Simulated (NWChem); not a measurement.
Correlation energy of methanethiol (CH4S)

```xyz
6

C      1.0468     0.4733     0.0000
S     -0.5720    -0.3413     0.0000
H      1.1988     1.0855     0.8999
H      1.7951    -0.3313     0.0000
H      1.1988     1.0855    -0.8999
H     -1.3215     0.7816     0.0000
```
Charge 0, spin multiplicity 1.

Everything below was run with NWChem. The geometry was optimised at PBE0/def2-SVP, a minimum by its harmonic frequencies.

Basis set: 3-21G. Each correlation energy counts from its own Hartree-Fock reference.

The correlated methods keep 6 core orbitals frozen. No row is a measurement; the coupled-cluster row has its own basis-set and correlation limits.

| method | correlation energy (mHa) |
|---|---|
| CCSD+T(CCSD) | (withheld) |
| SCS-MP2 | -157.7 |
| CCSD | (withheld) |
| MP2 | -151.5 |
| CR-CCSD[T] | -181.0 |
| CCSD(T) | -181.4 |
| CR-CCSD(T) | -180.9 |
| CCSDT | -181.7 |

**Question.** Fill in the missing entries.

**Answer.** 
- CCSD+T(CCSD), correlation energy (mHa): -181.6
- CCSD, correlation energy (mHa): -178.2
